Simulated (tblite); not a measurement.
C3H8S (charge +1 and doublet state).
SMILES with atom numbers: `[CH3:1][CH2:2][CH2:3][SH+:4]` (hydrogens: H5, H6, H7 on C1; H8, H9 on C2; H10, H11 on C3; H12 on S4)

Geometry (GFN2-xTB, Å), atoms numbered from 1 in this order:
```
atom  x, y, z in Å
C1     1.3197    0.4354    0.1786
C2     0.2720   -0.3719   -0.5700
C3    -0.9322   -0.6066    0.3390
S4    -1.9309    0.8400    0.6814
H5     1.6607   -0.0594    1.0884
H6     2.1966    0.5570   -0.4565
H7     0.9122    1.4071    0.4634
H8    -0.0351    0.1334   -1.4871
H9     0.6959   -1.3382   -0.8522
H10   -0.6375   -1.0189    1.3068
H11   -1.6011   -1.3303   -0.1469
H12   -1.9191    1.3518   -0.5710
```

Computed values, GFN2-xTB/tblite, gas phase, harmonic and unscaled. This tight-binding method is rough: wavenumbers can miss measured ones by several per cent, in bad cases by 10 to 20. Modes of hydrogen on sulfur can be 10 to 20 % off. One conformer, not necessarily the lowest. Open shells enter through the occupations alone, without spin polarisation, and single modes of such species can be off by tens of per cent.

Harmonic wavenumbers (cm⁻¹): 99.9, 180.4, 229.1, 297.3, 407.1, 683.2, 732.7, 804.1, 866.4, 915.1, 966.1, 992.4, 1072.1, 1097.5, 1159.2, 1226.2, 1276.3, 1336.7, 1365.7, 1386.6, 1442.1, 1458.6, 2295.3, 2879.7, 2973.5, 2985.9, 2993.8, 2994.1, 3009.8, 3021.0.

A = 11964, B = 3240, C = 2880 MHz; mass 76.035 u (most abundant isotopes); point group C1, symmetry number 1; spin multiplicity 2.

Zero-point energy?

Half the sum of the wavenumbers: 21574 cm⁻¹ = 61.68 kcal/mol.

What is S at 200 K and 1 bar for an ideal gas of classical rigid rotors and harmonic oscillators?

Translation 36.94, rotation 24.28, vibration 7.05, spin (R ln 2) 1.38: S = 69.6 cal/(mol K).

And Cp and H(200 K) − H(0)?

Cp = 17.08 cal/(mol K), of which vibrations give 9.13 (their classical limit is 30 R = 59.6); H(200 K) − H(0) = 2.44 kcal/mol without the zero-point energy, 0.85 from vibrations.

Blend soft modes into free rotors: weight 1/[1 + (100 cm⁻¹/ν̃)⁴] for the oscillator and the rest for a rotor with moment μB/(μ + B), μ = h/(8π²ν), B = 10⁻⁴⁴ kg m². What vibrational entropy results?

6.98 cal/(mol K) in place of 7.05, which changes −T·S at 200 K by +0.01 kcal/mol.

Which modes carry the vibrational entropy at 200 K?

99.9 cm⁻¹: 2.69; 180.4 cm⁻¹: 1.60; 229.1 cm⁻¹: 1.20; 297.3 cm⁻¹: 0.82; 407.1 cm⁻¹: 0.44; 683.2 cm⁻¹: 0.09 cal/(mol K); the other 24 give 0.21 together.

How do the functions run with temperature in this model?

```tsv
T (K)	S (cal/(mol K))	Cp (cal/(mol K))	H − H(0) (kcal/mol)	G − H(0) (kcal/mol)	ln q(vib)
50	52.1	9.4	0.42	-2.19	0.07
100	59.6	12.4	0.97	-4.99	0.40
298.15	77.4	22.5	4.38	-18.71	2.49
373.15	83.0	26.9	6.23	-24.73	3.36
500	91.8	33.6	10.08	-35.82	4.89
750	107.4	43.1	19.75	-60.77	7.99
1000	120.7	49.6	31.39	-89.32	11.01
```

q(vib) and H(0) count from the zero-point level.

What must be added to the electronic energy to get the Gibbs energy at 200 K and 1 bar?

ZPE + [H(200 K) − H(0)] − T·S = 61.68 + 2.44 − 13.93 = 50.19 kcal/mol.

Hindered rotation and anharmonicity are outside this model. Other conformers, if any are populated, would add a mixing term that is left out. The structure is chiral; the term R ln 2 for an equal mix with its mirror image is left out.

On one thread of an Arm Neoverse V2 (shared host), this took 0.16 s. The figure is for the frequency step alone.
